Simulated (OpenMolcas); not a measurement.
**CH7AlSi (SMILES [CH3][AlH][SiH3]): methods side by side**

CH7AlSi: 10 atoms, total charge 0, spin state singlet. SMILES: `[CH3][AlH][SiH3]`. The coordinates come from a PBE0-D4/def2-TZVP relaxation.

```tsv
atom	x (Å)	y (Å)	z (Å)
C	-1.4284	0.9672	-0.7924
Al	0.4091	0.3095	-0.7209
Si	1.1617	-1.1073	1.1454
H	-1.9092	0.6593	-1.7275
H	-2.0506	0.6241	0.0366
H	-1.4380	2.0630	-0.7904
H	1.4169	0.7092	-1.8877
H	0.3349	-2.3476	1.2410
H	1.0002	-0.3950	2.4485
H	2.5866	-1.5336	1.0504
```

Each level gives the energy change with the Si3–H9 bond stretched from 1.494 to 1.942 Å (eV). The values are calculated.

| level | kind | program | value (eV) | less CCSD(T)/cc-pVDZ | CPU time (all runs) |
| --- | --- | --- | --- | --- | --- |
| BLYP/cc-pVDZ (restricted) | GGA | OpenMolcas | 0.81 | -0.11 | 53 s |
| PBE/cc-pVDZ (restricted) | GGA | OpenMolcas | 0.81 | -0.11 | 52 s |
| revPBE/cc-pVDZ (restricted) | GGA | OpenMolcas | 0.80 | -0.12 | 52 s |
| r2SCAN/cc-pVDZ (restricted) | meta-GGA | OpenMolcas | 0.89 | -0.03 | 66 s |
| BHLYP/cc-pVDZ (restricted) | global hybrid | OpenMolcas | 1.00 | +0.08 | 52 s |
| M06-2X/cc-pVDZ (restricted) | hybrid meta-GGA | OpenMolcas | 0.97 | +0.05 | 66 s |
| MP2/cc-pVDZ (restricted) | perturbation theory | OpenMolcas | 1.00 | +0.08 | 11 s |
| CCSD(T)/cc-pVDZ (restricted) | coupled cluster or CI | OpenMolcas | 0.92 | 0.00 | 42 s |

CCSD(T)/cc-pVDZ (restricted) is the highest level here, not the true value. The first shape isn't each level's own minimum. The values span 0.80 to 1.00 eV. Times are those of the runs behind each value, whatever else they computed, on shared processors of several kinds: orders of magnitude only.
